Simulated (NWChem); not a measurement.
System: NaCl; SMILES [Na][Cl]

Here is an NWChem input.

```
start job
memory heap 200 mb stack 900 mb global 1100 mb
geometry units angstroms noautosym nocenter noautoz
  Na     0.000000     0.000000    -1.409652
  Cl     0.000000     0.000000     0.928494
end
basis spherical
  Na library sto-3g
  Cl library sto-3g
end
dft
  xc hfexch
  iterations 150
end
property
  shielding
end
task dft property
```

Output (shortened):

```
             Northwest Computational Chemistry Package (NWChem) 7.3.0
             --------------------------------------------------------

                             Geometry "geometry" -> ""
                             -------------------------

 Output coordinates in angstroms (scale by  1.889725989 to convert to a.u.)

  No.       Tag          Charge          X              Y              Z
 ---- ---------------- ---------- -------------- -------------- --------------
    1 Na                  11.0000     0.00000000     0.00000000    -1.40965200
    2 Cl                  17.0000     0.00000000     0.00000000     0.92849400

 Effective nuclear repulsion energy (a.u.)      42.3224835245

  xc_inp: hfexch multiplicative factor not found.
                              NWChem Property Module
                              ----------------------

  itol2e modified to match energy
  convergence criterion.

                                 NWChem DFT Module
                                 -----------------

 Summary of "ao basis" -> "ao basis" (spherical)
 ------------------------------------------------------------------------------
       Tag                 Description            Shells   Functions and Types
 ---------------- ------------------------------  ------  ---------------------
 Na                          sto-3g                  5        9   3s2p
 Cl                          sto-3g                  5        9   3s2p

  itol2e modified to match energy
  convergence criterion.

            General Information
            -------------------
          SCF calculation type: DFT
          Wavefunction type:  closed shell.
          No. of atoms     :     2
          No. of electrons :    28
           Alpha electrons :    14
            Beta electrons :    14
          Charge           :     0
          Spin multiplicity:     1
          Use of symmetry is: off; symmetry adaption is: off
          Maximum number of iterations: 150
          AO basis - number of functions:    18
                     number of shells:    10
          Convergence on energy requested:  1.00D-07
          Convergence on density requested:  1.00D-05
          Convergence on gradient requested:  5.00D-04

              XC Information
              --------------
                     Hartree-Fock (Exact) Exchange  1.000

      Superposition of Atomic Density Guess
      -------------------------------------

 Sum of atomic energies:        -614.21976626

      Non-variational initial energy
      ------------------------------

 Total energy =    -613.950508
 1-e energy   =    -940.568779
 2-e energy   =     284.295788
 HOMO         =      -0.363123
 LUMO         =       0.371608

   convergence    iter        energy       DeltaE   RMS-Dens  Diis-err
 ---------------- ----- ----------------- --------- --------- ---------
 d= 0,ls=0.0,diis     1   -614.5053270510 -6.57D+02  2.19D-02  1.11D-01
 d= 0,ls=0.0,diis     2   -614.5245635193 -1.92D-02  3.07D-03  6.39D-03
 d= 0,ls=0.0,diis     3   -614.5253534725 -7.90D-04  1.39D-03  1.66D-04
 d= 0,ls=0.0,diis     4   -614.5254052117 -5.17D-05  1.51D-04  1.94D-06
 d= 0,ls=0.0,diis     5   -614.5254058928 -6.81D-07  2.34D-05  2.49D-08
 d= 0,ls=0.0,diis     6   -614.5254059048 -1.20D-08  2.17D-06  3.22D-10

         Total DFT energy =     -614.525405904789
      One electron energy =     -944.032759705263
           Coulomb energy =      328.995475975531
    Exchange-Corr. energy =      -41.810605699586
 Nuclear repulsion energy =       42.322483524529

 Numeric. integr. density =        0.000000000000

                       DFT Final Molecular Orbital Analysis
                       ------------------------------------

 Vector   12  Occ=2.000000D+00  E=-2.186821D-01
              MO Center= -2.4D-16, -3.6D-17,  8.7D-01, r^2= 1.2D+00
   Bfn.  Coefficient  Atom+Function         Bfn.  Coefficient  Atom+Function
  ----- ------------  ---------------      ----- ------------  ---------------
    18      0.956194  2 Cl pz                14     -0.262310  2 Cl pz
     6     -0.186688  1 Na s                  2      0.134657  1 Na s
    15      0.116709  2 Cl s                  5      0.112591  1 Na pz
     9     -0.092605  1 Na pz                 1     -0.032958  1 Na s
    11     -0.027597  2 Cl s

 Vector   13  Occ=2.000000D+00  E=-2.023950D-01
              MO Center=  5.5D-18, -3.6D-17,  9.2D-01, r^2= 9.4D-01
   Bfn.  Coefficient  Atom+Function         Bfn.  Coefficient  Atom+Function
  ----- ------------  ---------------      ----- ------------  ---------------
    17      1.011303  2 Cl py                13     -0.274255  2 Cl py
    16     -0.155858  2 Cl px                 8      0.047860  1 Na py
    12      0.042267  2 Cl px                 4     -0.041886  1 Na py

 Vector   14  Occ=2.000000D+00  E=-2.023950D-01
              MO Center=  1.2D-16,  1.9D-17,  9.2D-01, r^2= 9.4D-01
   Bfn.  Coefficient  Atom+Function         Bfn.  Coefficient  Atom+Function
  ----- ------------  ---------------      ----- ------------  ---------------
    16      1.011303  2 Cl px                12     -0.274255  2 Cl px
    17      0.155858  2 Cl py                 7      0.047860  1 Na px
    13     -0.042267  2 Cl py                 3     -0.041886  1 Na px

 Vector   15  Occ=0.000000D+00  E= 3.867383D-01
              MO Center=  7.5D-17,  6.1D-16, -1.7D+00, r^2= 1.5D+00
   Bfn.  Coefficient  Atom+Function         Bfn.  Coefficient  Atom+Function
  ----- ------------  ---------------      ----- ------------  ---------------
     6      1.082578  1 Na s                  2     -0.573021  1 Na s
     9     -0.304608  1 Na pz                18      0.243826  2 Cl pz
     5      0.212180  1 Na pz                 1      0.142170  1 Na s
    15     -0.101766  2 Cl s                 14     -0.061406  2 Cl pz

 Vector   16  Occ=0.000000D+00  E= 6.718433D-01
              MO Center= -3.1D-16, -5.2D-16, -1.4D+00, r^2= 1.4D+00
   Bfn.  Coefficient  Atom+Function         Bfn.  Coefficient  Atom+Function
  ----- ------------  ---------------      ----- ------------  ---------------
     8      0.960935  1 Na py                 4     -0.578773  1 Na py
     7      0.565470  1 Na px                 3     -0.340584  1 Na px
    17     -0.100906  2 Cl py                16     -0.059379  2 Cl px

 Vector   17  Occ=0.000000D+00  E= 6.718433D-01
              MO Center= -9.8D-17,  5.8D-17, -1.4D+00, r^2= 1.4D+00
   Bfn.  Coefficient  Atom+Function         Bfn.  Coefficient  Atom+Function
  ----- ------------  ---------------      ----- ------------  ---------------
     7      0.960935  1 Na px                 3     -0.578773  1 Na px
     8     -0.565470  1 Na py                 4      0.340584  1 Na py
    16     -0.100906  2 Cl px                17      0.059379  2 Cl py

     Multipole analysis of the density
     ---------------------------------

     L   x y z        total         alpha         beta         nuclear
     -   - - -        -----         -----         ----         -------
     0   0 0 0     -0.000000    -14.000000    -14.000000     28.000000

     1   1 0 0     -0.000000     -0.000000     -0.000000      0.000000
     1   0 1 0      0.000000      0.000000      0.000000      0.000000
     1   0 0 1     -3.824185     -2.174978     -2.174978      0.525771

[...]

          -----------------------------------------
          Chemical Shielding Tensors (GIAO, in ppm)
          -----------------------------------------

                                NWChem CPHF Module
                                ------------------

  scftype          =     RHF
  nclosed          =       14
  nopen            =        0
  variables        =       56
  # of vectors     =        3
  tolerance        = 0.10D-03
  level shift      = 0.00D+00
  max iterations   =       50
  max subspace     =       30

 SCF residual:    1.9850660813230774E-006

Iterative solution of linear equations
  No. of variables       56
  No. of equations        3
  Maximum subspace       30
        Iterations       50
       Convergence  1.0D-04

   iter   nsub   residual    time
   ----  ------  --------  ---------
     1      3    3.80D-01       0.6
     2      6    1.90D-02       0.7
     3      9    2.87D-03       0.8
     4     12    2.99D-04       0.9
     5     15    3.43D-05       0.9

      Atom:    1  Na
        Diamagnetic
    610.0487      0.0000     -0.0000
      0.0000    610.0487      0.0000
     -0.0000      0.0000    615.4379

        Paramagnetic
    -79.2532      0.0000      0.0000
      0.0000    -79.2532      0.0000
      0.0000      0.0000      0.0000

        Total Shielding Tensor
    530.7955      0.0000      0.0000
      0.0000    530.7955      0.0000
      0.0000      0.0000    615.4379

           isotropic =     559.0096
          anisotropy =      84.6424

          Principal Components and Axis System
                 1           2           3
              615.4379    530.7955    530.7955

      1         0.0000      0.0000      1.0000
      2         0.0000      1.0000      0.0000
      3         1.0000      0.0000      0.0000

      Atom:    2  Cl
        Diamagnetic
   1132.7020      0.0000      0.0000
      0.0000   1132.7020     -0.0000
      0.0000     -0.0000   1136.4090

        Paramagnetic
     97.4559      0.0000      0.0000
      0.0000     97.4559      0.0000
      0.0000      0.0000      0.0000

        Total Shielding Tensor
   1230.1579      0.0000      0.0000
      0.0000   1230.1579      0.0000
      0.0000      0.0000   1136.4090

           isotropic =    1198.9083
          anisotropy =      46.8744

          Principal Components and Axis System
                 1           2           3
             1230.1579   1230.1579   1136.4090

      1         1.0000      0.0000      0.0000
      2         0.0000      1.0000      0.0000
      3         0.0000      0.0000      1.0000
```

Level: Hartree-Fock/STO-3G, GIAO. STO-3G and 3-21G are far too small for this property and stand as cheap habits. Geometry: optimised at PBE0/def2-SVP. The printed shielding anisotropy is the first printed principal value minus the mean of the other two.
